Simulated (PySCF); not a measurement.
Compound: nitrogen trifluoride, NF3.
Bonds: F1–N2, N2–F3, N2–F4.

Theory: EOM-EE-CCSD/aug-cc-pVDZ in PySCF, restricted Hartree–Fock reference, frozen core, non-relativistic, gas phase, PBE0-D3(BJ)/def2-SVP geometry.

Question: Give the EOM-CCSD singlets and triplets.

Answer: 
```json
{"state": "singlet 1", "E (eV)": "9.40", "Eh": "0.3456", "main singles (HF orbitals, share of the singles part)": "HOMO→LUMO+6 54 %, HOMO→LUMO+11 11 %, HOMO→LUMO+3 11 %"}
{"state": "singlet 2 (×2)", "E (eV)": "9.46", "Eh": "0.3475", "main singles (HF orbitals, share of the singles part)": "HOMO→LUMO+1 26 %, HOMO→LUMO+7 25 %, HOMO→LUMO+9 24 %"}
{"state": "triplet 1 (×2)", "E (eV)": "7.45", "Eh": "0.2739", "main singles (HF orbitals, share of the singles part)": "HOMO→LUMO+7 32 %, HOMO→LUMO+9 30 %, HOMO→LUMO+1 16 %"}
```

×n marks degenerate levels (orbitals of the first member shown); a last level whose partners the search may have cut is left out.

Question: What is the vertical gap between the lowest excited singlet and the lowest triplet?

Answer: 9.40 − 7.45 = 1.95 eV (188 kJ/mol).

The first EOM-IP-CCSD ionisation energy is 13.30 eV, 3.84 eV above the highest singlet listed and 3.90 eV above the lowest.

T1 diagnostic 0.017. EOM-CCSD puts states of mainly double-excitation character too high. An iterative search for so few roots can pass over a low state.

The run took 6.9 min of wall time on an Arm Neoverse V2 with one thread, no GPU, on a shared host, and the process peaked at 1.1 GiB of memory.
